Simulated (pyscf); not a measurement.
Single points on ωB97X-D3(BJ)/def2-SVP structures (PySCF, gas phase). Correlated levels are frozen-core, on RHF or UHF. ΔMP2 is the change of the MP2 total energy from the triple- to the quadruple-zeta basis.

Question: What is the homolytic dissociation enthalpy (298 K, CCSD(T)/def2-TZVPP + ΔMP2(QZVPP)) of the O–Sn bond of O=Sn(OH)–OH, to [O=Sn–OH]• + OH•?

Answer: O–Sn to [O=Sn–OH]• + OH•: 317.6 kJ/mol. The radicals are drawn with the spin at the cut bond; how far it spreads was not checked. Other isomers of [O=Sn–OH]• were not searched in full and may lie lower. The CCSD(T) − MP2 part came from Ansatz, without density fitting, on the same reference. The frozen core leaves the outer d or s,p core shells of the metals and heavy elements correlated in the MP2 and CC values, and def2-TZVPP describes them poorly, which can shift differences by a few kcal/mol. Left out: the spin-orbit lowering of OH. Elements past Kr carry the def2 core potentials, without spin-orbit coupling.
